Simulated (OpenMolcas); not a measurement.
# Si3H7 (SMILES [SiH3][SiH][SiH3]): levels of theory compared

Aim: a comparison of 6 runs (UB3LYP/6-31G*, U-r2SCAN/cc-pVDZ, UB3LYP/cc-pVDZ, UM06-L/cc-pVDZ, USVWN5/cc-pVDZ, ROCCSD(T)/cc-pVDZ) of Si3H7. 

Program for the calculation: OpenMolcas 26.06.

## (1) The structure to begin with

Si3H7 has 10 atoms, charge 0, and is taken as a doublet. As SMILES, `[SiH3][SiH][SiH3]`. The Si3–H8 distance was set to 1.933 Å, away from the relaxed value.

Bond lengths: Si1–Si2 2.324 Å, Si2–Si3 2.324 Å, Si1–H4 1.487 Å, Si1–H5 1.487 Å, Si1–H6 1.490 Å, Si2–H7 1.491 Å, Si3–H9 1.490 Å, Si3–H10 1.487 Å. Some angles: Si1–Si2–Si3 117.3°, Si1–Si2–H7 113.2°, Si3–Si2–H7 113.2°, Si2–Si1–H4 108.6°, Si2–Si1–H5 110.1°, Si2–Si1–H6 112.2°, Si2–Si3–H9 112.2°, Si2–Si3–H10 110.1°, H4–Si1–H5 109.1°, H4–Si1–H6 108.5°. A long bond or contact: Si3–H8 1.933 Å.

## (2) The energy at UB3LYP/6-31G(d) (spherical functions) (run 1)

The input, struct.xyz:

```xyz
10

Si    -0.973336     1.108770    -1.306764
Si     1.072964     0.122270    -0.817164
Si     1.353964    -0.749430     1.318536
H     -2.058336     0.188670    -0.874664
H     -1.090136     1.343670    -2.770564
H     -1.151936     2.411770    -0.606464
H      2.239364     0.926070    -1.282164
H     -0.178100    -1.849500     1.741300
H      1.468564     0.317970     2.351736
H      2.582064    -1.586430     1.371236
```

The input, run.input:

```
>>> EXPORT MOLCAS_PRINT=2

&GATEWAY
  BASLIB
  $CurrDir
  COORD
  struct.xyz
  BASIS
  6-31Gs
  GROUP
  NoSym

&SEWARD
  GRIDINPUT
  Grid=UltraFine
  End of Grid

&SCF
  UHF
  SPIN
  2
  KSDFT
  B3LYP
  THRESHOLDS
  1e-10 1e-07 1e-07 1e-05
  PRORBITALS
  1 2
```

The basis set 6-31G* is read from a file made from the Basis Set Exchange's data (not shown).

Command:

```bash
$ export MOLCAS_MEM=1860
$ pymolcas run.input > run.log
```

Standard output:

```text
--- Start Module: gateway ---
[...]
--- Stop Module: gateway /rc=_RC_ALL_IS_WELL_ ---
--- Start Module: seward ---
[...]
      Basis functions           68
--- Stop Module: seward /rc=_RC_ALL_IS_WELL_ ---
[...]
--- Start Module: scf ---
[...]
       Convergence after  15 Iterations
[...]
::    Total KS-DFT energy                            -872.5996602989
[...]
      Total spin, S                                     0.5014840535
[...]
      Total electronic charge=   49.000000
      Total            charge=   -0.000000
[...]
      Dipole Moment (debye):
      Origin of the operator (angstrom)=    0.4670    0.1675   -0.2484
                   X=  4.7971E-01               Y=  5.5913E-01               Z= -2.3596E-01           Total=  7.7358E-01
      Quadrupole Moment (debye*angstrom):
[...]
--- Stop Module: scf /rc=_RC_ALL_IS_WELL_ ---
[...]
```

Wall time 21 s (1 thread of Intel Xeon 6975P-C (Granite Rapids), shared host); peak memory 0.41 GiB.

## (3) A single-point energy at U-r2SCAN/cc-pVDZ (run 2)

The input, run.input:

```
>>> EXPORT MOLCAS_PRINT=2

&GATEWAY
  BasLib = $CurrDir
  Coord
  10
  angstrom
  Si      -0.973336       1.108770      -1.306764
  Si       1.072964       0.122270      -0.817164
  Si       1.353964      -0.749430       1.318536
  H       -2.058336       0.188670      -0.874664
  H       -1.090136       1.343670      -2.770564
  H       -1.151936       2.411770      -0.606464
  H        2.239364       0.926070      -1.282164
  H       -0.178100      -1.849500       1.741300
  H        1.468564       0.317970       2.351736
  H        2.582064      -1.586430       1.371236
  Basis = cc-pVDZ
  Group = NoSym

&SEWARD
  GridInput
  Grid=UltraFine
  End of Grid

&SCF
  UHF
  Spin = 2
  KSDFT = 2
  1.0 MGGA_X_R2SCAN
  1.0 MGGA_C_R2SCAN
  Thresholds = 1e-10 1e-07 1e-07 1e-05
  PrOrbitals = 1 2
```

The basis set cc-pVDZ is read from a file made from the Basis Set Exchange's data (not shown).

Command:

```bash
$ export MOLCAS_MEM=1860
$ pymolcas run.input > run.log
```

Standard output:

```text
--- Start Module: gateway ---
[...]
--- Stop Module: gateway /rc=_RC_ALL_IS_WELL_ ---
--- Start Module: seward ---
[...]
      Basis functions           89
--- Stop Module: seward /rc=_RC_ALL_IS_WELL_ ---
[...]
--- Start Module: scf ---
[...]
       Convergence after  16 Iterations
[...]
::    Total KS-DFT energy                            -872.5036086560
[...]
      Total spin, S                                     0.5035490253
[...]
      Total electronic charge=   49.000000
      Total            charge=   -0.000000
[...]
      Dipole Moment (debye):
      Origin of the operator (angstrom)=    0.4670    0.1675   -0.2484
                   X=  4.0780E-01               Y=  4.5347E-01               Z= -2.4146E-01           Total=  6.5593E-01
      Quadrupole Moment (debye*angstrom):
[...]
--- Stop Module: scf /rc=_RC_ALL_IS_WELL_ ---
[...]
```

It took 58 s on 1 thread of Intel Xeon 6975P-C (Granite Rapids), shared host; peak memory 0.49 GiB.

Runs 3 to 5 aren't shown in full; the table further down has their settings and results.

## (4) A single-point energy at ROCCSD(T)/cc-pVDZ (run 6)

The input, calc.input:

```
* H7Si3 CCSD(T)
>>> EXPORT MOLCAS_PRINT=2
&GATEWAY
BasLib=$CurrDir
BasisSet
Si.cc-pVDZ....
Si1 -0.973336 1.108770 -1.306764 angstrom
Si2 1.072964 0.122270 -0.817164 angstrom
Si3 1.353964 -0.749430 1.318536 angstrom
End of Basis
BasisSet
H.cc-pVDZ....
H4 -2.058336 0.188670 -0.874664 angstrom
H5 -1.090136 1.343670 -2.770564 angstrom
H6 -1.151936 2.411770 -0.606464 angstrom
H7 2.239364 0.926070 -1.282164 angstrom
H8 -0.178100 -1.849500 1.741300 angstrom
H9 1.468564 0.317970 2.351736 angstrom
H10 2.582064 -1.586430 1.371236 angstrom
End of Basis
&SEWARD
&SCF
UHF
Spin=2
Thresholds=1e-10 1e-07 1e-07 1e-05
PrOrbitals=1
&RASSCF
FileOrb=$Project.UnaOrb
Spin=2
Nactel=1 0 0
Inactive=24
Ras2=1
OutOrbitals=Canonical
OrbListing=NoCore
&MOTRA
JobIph
Frozen=15
&CCSDT
CCT
Triples=3
Iterations=80
Accuracy=1e-08
Extrapolation=5 4
```

The basis set cc-pVDZ is read from a file made from the Basis Set Exchange's data (not shown).

Command:

```bash
$ export MOLCAS_MEM=1860
$ pymolcas calc.input > calc.log
```

Standard output:

```text
--- Start Module: gateway ---
[...]
--- Stop Module: gateway /rc=_RC_ALL_IS_WELL_ ---
[...]
      Basis functions           89
[...]
       Convergence after  17 Iterations
[...]
::    Total SCF energy                               -870.7868923406
[...]
      Total spin, S                                     0.5054285762
[...]
      Number of active orbitals                  1
[...]
      Spin quantum number                      0.5
[...]
      Active orbitals                            1
[...]
      Number of CSFs                             1
[...]
      Number of root(s) required                 1
[...]
      Convergence after 10 iterations
[...]
      printout of CI-coefficients larger than  0.05 for root  1
      energy=    -870.784261
      conf/sym  1     Coeff  Weight
             1  u   1.00000 1.00000
      Natural orbitals and occupation numbers for root  1
      sym 1:   1.000000
      ************************************************************************************************************************
      *                                                    Final results                                                     *
[...]
::    RASSCF root number  1 Total energy:   -870.78426076
[...]
      Total electronic charge=   49.000000
      Total            charge=   -0.000000
[...]
      Dipole Moment (debye):
      Origin of the operator (angstrom)=    0.4670    0.1675   -0.2484
                   X=  5.7927E-01               Y=  5.1120E-01               Z= -3.7819E-01           Total=  8.6018E-01
      Quadrupole Moment (debye*angstrom):
[...]
--- Start Module: motra ---
[...]
      *** WARNING: Default frozen orbitals is overwritten by user input.
      *** Default values:   6
[...]
--- Stop Module: motra /rc=_RC_ALL_IS_WELL_ ---
--- Start Module: ccsdt ---
[...]
      Convergence after                    15  Iterations
      Total energy (diff) :    -871.15035736       0.00000001
[...]
 METHOD                       : CCSD+T(CCSD)+<T3(1)WT1>+<T3(1)UT2> = CCSD(T)
[...]
       CCSD     =      -871.1503573593170
[...]
--- Stop Module: ccsdt /rc=_RC_ALL_IS_WELL_ ---
[...]
```

Wall time 24 s (1 thread of Intel Xeon 6975P-C (Granite Rapids), shared host); peak memory 0.49 GiB.

## (5) All runs side by side

| run | level | integration grid | frozen core orbitals | energy (Eh) | dipole moment (D) | HOMO energy (eV) | LUMO energy (eV) | wall time |
| --- | --- | --- | --- | --- | --- | --- | --- | --- |
| 1 | UB3LYP/6-31G* (spherical functions) | UltraFine | – | -872.599660 | 0.77 | -5.83 | -3.09 | 21 s |
| 2 | U-r2SCAN/cc-pVDZ | UltraFine | – | -872.503609 | 0.66 | -5.54 | -3.37 | 58 s |
| 3 | UB3LYP/cc-pVDZ | UltraFine | – | -872.650782 | 0.70 | -5.86 | -3.14 | 38 s |
| 4 | UM06-L/cc-pVDZ | UltraFine | – | -872.587395 | 0.73 | -5.29 | -3.67 | 54 s |
| 5 | USVWN5/cc-pVDZ | UltraFine | – | -869.038299 | 0.57 | -5.06 | -4.04 | 20 s |
| 6 | ROCCSD(T)/cc-pVDZ | – | 15 | -871.160530 | – | – | – | 24 s |

## (6) Results

```
             quantity          value
  run 6: total energy  -871.16053 Eh
run 6: (T) correction     -10.17 mEh
```

Over runs 1, 2, 3, 4, 5 the dipole moment (its size) runs from 0.57 D (USVWN5/cc-pVDZ) to 0.77 D (UB3LYP/6-31G*). The two ends differ in method and basis. Totals of different functionals can't be ranked against each other. All runs together took 3.6 min, the longest 58 s.
